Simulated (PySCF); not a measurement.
Compound: C₅H₁₃N.
Structure used (PBE0-D3(BJ)/def2-SVP), in Å, numbered top down from 1:
```
atom  x, y, z in Å
C1     1.8006   -0.9129   -0.6631
N2     0.9586   -0.5996    0.4639
C3    -0.2999    0.1040    0.2146
C4    -0.1015    1.4617   -0.4766
C5    -1.2132   -0.7790   -0.6366
C6    -0.9473    0.3226    1.5810
H7     2.1268   -0.0470   -1.2786
H8     2.7098   -1.4183   -0.3032
H9     1.2967   -1.6208   -1.3394
H10    1.4906   -0.0820    1.1593
H11    0.3466    1.3467   -1.4755
H12   -1.0595    1.9894   -0.6038
H13    0.5626    2.1079    0.1207
H14   -1.3260   -1.7689   -0.1697
H15   -2.2085   -0.3207   -0.7363
H16   -0.8150   -0.9212   -1.6527
H17   -1.9208    0.8261    1.4842
H18   -1.0931   -0.6410    2.0909
H19   -0.3075    0.9530    2.2211
```

Computed, not measured: core-valence-separated Tamm–Dancoff BHandHLYP/aug-pcX-1 (pcseg-1 on H) in PySCF, non-relativistic, gas phase, PBE0-D3(BJ)/def2-SVP geometry. BHandHLYP without relativity tends to put these K edges a few eV too low, so spacings mean more than positions.

The lowest roots of each edge with f over 0.003 (five at most, numbered afresh; weaker and dark ones are left out), with transition dipoles (au) in the frame of the coordinates:

```
root  edge  E (eV)       μx       μy       μz
   1     C  285.19   0.0134  -0.0173  -0.0364
   2     C  285.21  -0.0043  -0.0372   0.0104
   3     C  285.29   0.0281   0.0138   0.0222
   4     C  285.88  -0.0385  -0.0164  -0.0450
   5     C  285.89  -0.0583  -0.0110  -0.0259
   6     N  399.44  -0.0282  -0.0181  -0.0327
   7     N  400.71  -0.0150  -0.0061   0.0172
   8     N  401.14  -0.0092   0.0166  -0.0055
   9     N  401.51  -0.0066   0.0155  -0.0112
  10     N  401.73   0.0250   0.0005   0.0099
```

Task: What are the oscillator strengths?

Result: f = (2/3) ΔE |μ|², with ΔE in hartree (27.2114 eV):

```tsv
root	ΔE (Eh)	|μ|² (au)	f	core hole on
1	10.4804	0.001802	0.013	C4/C6
2	10.4811	0.001512	0.011	C4/C6
3	10.4843	0.001472	0.010	C5
4	10.5060	0.003769	0.026	C4/C6
5	10.5064	0.004190	0.029	C4/C6
6	14.6792	0.002191	0.021	N2
7	14.7259	0.000558	0.005	N2
8	14.7418	0.000391	0.004	N2
9	14.7554	0.000409	0.004	N2
10	14.7632	0.000720	0.007	N2
```

Task: Molecules are fixed in this frame and the field points along z. What effective strengths 3 f cos²θ do the roots have (θ between field and μ)?

Result: root 1 (C4/C6): 0.028, root 2 (C4/C6): 0.002, root 3 (C5): 0.010, root 4 (C4/C6): 0.043, root 5 (C4/C6): 0.014, root 6 (N2): 0.031, root 7 (N2): 0.009, root 8 (N2): 0.001, root 9 (N2): 0.004, root 10 (N2): 0.003. Root 4 is the strongest. Averaged over all orientations cos²θ is 1/3, which gives f back.

Rough CPU time on one thread of a shared machine: about 80 s.
